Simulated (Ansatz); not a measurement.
**C2HNOS: one species, many methods**

Aim: compute C2HNOS with functionals from several rungs and with coupled cluster. The yardstick is the atomisation energy at the CCSD(T) limit.

Computed with Ansatz 0.2.0, Gaussian basis. Level: functionals in def2-TZVPP, the program's frozen cores in correlated methods.

The runs, in order: LDA (SPW92), PBE-D4, revPBE-D4, BLYP-D4, r2SCAN-D4, B97M-V, PBE0-D4, B3LYP-D4, r2SCANh-D4, r2SCAN0-D4, HSE06-D4, BHLYP-D4, CAM-B3LYP-D4, LC-ωPBE, ωB97X-V, ωB97M-V, B2PLYP, PBE-QIDH; CCSD(T)/def2-SVP; CCSD(T)/def2-TZVPP; MP2/def2-QZVPP; extrapolation to the limit; RPA on PBE.

### Step 1. The relaxed structure

The geometry comes from an earlier relaxation with PBE0-D4 in a triple-zeta def2 set; it is a stationary point.

6 atoms, charge 0, spin multiplicity 1.

Atoms are counted from 1 here; the program's logs count them from 0.

Bond lengths: S1–C2 1.551 Å, C2–N3 1.206 Å, N3–C4 1.395 Å, C4–O5 1.194 Å, C4–H6 1.097 Å. Angles: S1–C2–N3 175.5°, C2–N3–C4 138.4°, N3–C4–O5 124.2°, N3–C4–H6 111.7°, O5–C4–H6 124.1°.

### Step 2. LDA

This LDA is Slater exchange with PW92 correlation.

File in.yaml:

```yaml
crystal:
  periodic: [false, false, false]
  atoms:
    - {symbol: S, position_ang: [-0.364529, -2.776597, -0.501602]}
    - {symbol: C, position_ang: [-0.408850, -1.242442, -0.280748]}
    - {symbol: N, position_ang: [-0.535903, -0.052917, -0.129197]}
    - {symbol: C, position_ang: [0.255318, 1.046395, 0.203626]}
    - {symbol: O, position_ang: [1.423529, 0.985507, 0.443013]}
    - {symbol: H, position_ang: [-0.327564, 1.976053, 0.218806]}
basis:
  gaussian: {orbitals: def2-TZVPP}
hamiltonian: {xc: lda}
output: {orbitals: {seedname: orbitals}}
```

Command:

```sh
$ ansatz run in.yaml --threads 2 --pin off --events-out ev --progress --plain --max-ram 4352MiB
```

After this run come: PBE-D4 (GGA); revPBE-D4 (GGA); BLYP-D4 (GGA); r2SCAN-D4 (meta-GGA); B97M-V (meta-GGA); PBE0-D4 (hybrid); B3LYP-D4 (hybrid); r2SCANh-D4 (hybrid); r2SCAN0-D4 (hybrid); HSE06-D4 (hybrid); BHLYP-D4 (hybrid); CAM-B3LYP-D4 (range-separated); LC-ωPBE (range-separated); ωB97X-V (range-separated); ωB97M-V (range-separated); B2PLYP (double hybrid); PBE-QIDH (double hybrid); CCSD(T) in def2-SVP; CCSD(T) in def2-TZVPP; MP2 in def2-QZVPP; RPA on PBE orbitals.

**Question.** What will the summary of the whole plan be? Wanted: atomisation energy, CCSD(T)/CBS; farthest beyond LDA; mean size of error, GGA; mean size of error, meta-GGA; mean size of error, hybrid; mean size of error, range-separated; mean size of error, double hybrid; gap, smallest and largest; T1 diagnostic.

**Answer**, as computed:

| quantity | value |
| --- | --- |
| atomisation energy, CCSD(T)/CBS | 637.5 kcal/mol |
| functionals within 3.2 kcal/mol (0.5 %) | LC-ωPBE, PBE-QIDH |
| farthest beyond LDA | PBE-D4 (+53.9 kcal/mol) |
| mean size of error, GGA | 36.9 kcal/mol |
| mean size of error, meta-GGA | 14.6 kcal/mol |
| mean size of error, hybrid | 16.5 kcal/mol |
| mean size of error, range-separated | 6.2 kcal/mol |
| mean size of error, double hybrid | 2.2 kcal/mol |
| gap, smallest and largest | 3.59 eV (LDA (SPW92)), 10.64 eV (LC-ωPBE) |
| T1 diagnostic | 0.0194 |
| triples share of the correlation energy | 5.3 % |

LDA overbinds by 148.2 kcal/mol (23 %). PBE-D4 misses by +53.9 kcal/mol. Double hybrids carry the basis error of their MP2 part in triple zeta, and no dispersion term here, so their miss is partly the set-up's. Taken by rung, double hybrid functionals do best (2.2 kcal/mol on average) and GGA ones worst beyond LDA (36.9 kcal/mol). Misses under about 3.2 kcal/mol are within the doubt on the reference itself, which lacks core-valence correlation, relativity and higher excitations. Hartree-Fock recovers 62 % of the binding; the rest is correlation. CCSD(T) in def2-SVP is off by -36.7 kcal/mol, which most functionals beat. The gap grows from 3.6 to 10.6 eV across the functionals, mostly with the share of exact exchange.
